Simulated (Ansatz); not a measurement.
Ideal-gas functions of `C[B]Cl` radical at 800 K and 1 bar, from an Ansatz frequency run at PBE0-D4/def2-TZVP.

Molar mass 61.3 g/mol, point group C1 (symmetry number 1), electronic degeneracy 2, moments of inertia 7.742, 100.499, 105.155 u Å². Harmonic wavenumbers (cm⁻¹, unscaled): 77, 306, 669, 722, 935, 1105, 1311, 1417, 1445, 3020, 3090, 3136.

Use S(trans) = R[1.5 ln M + 2.5 ln T − 1.1517]; rotational temperatures θ = 24.2544 K / I; S(rot) = R[ln(√π/σ · √(T³/θAθBθC)) + 1.5]; for each mode x = 1.438777 ν̃/T, S = R[x/(eˣ − 1) − ln(1 − e⁻ˣ)] and H = RT x/(eˣ − 1); 1 cm⁻¹ = 0.0119627 kJ/mol; R = 8.31446 J/(mol·K).

Question: By hand: the entropy, in J/(mol·K).

Answer: Translation 180.7. Rotation: θ = 3.1328, 0.2413, 0.2307 K, giving 107.9. Vibration, mode by mode: 24.76, 13.38, 7.26, 6.70, 4.91, 3.85, 2.88, 2.47, 2.38, 0.24, 0.21, 0.20, in all 69.2. Electronic 5.8. Sum 363.6 J/(mol·K).

Question: By hand: H − E and G − E in kJ/mol, counted from the electronic energy.

Answer: Zero-point energy ½ × 17233 × 0.0119627 = 103.1; thermal vibration 27.4; translation, rotation and pV give 4 RT = 26.6. H − E = 157.1 kJ/mol, and G − E = 157.1 − 800 × 363.6/1000 = -133.8 kJ/mol.

Vibration gives 19 % of the entropy, 24.8 J/(mol·K) of it from the mode under 150 cm⁻¹: soft modes count most, and the harmonic formula is weakest for them. The sum counts one conformer and one mirror image; others add a mixing term.
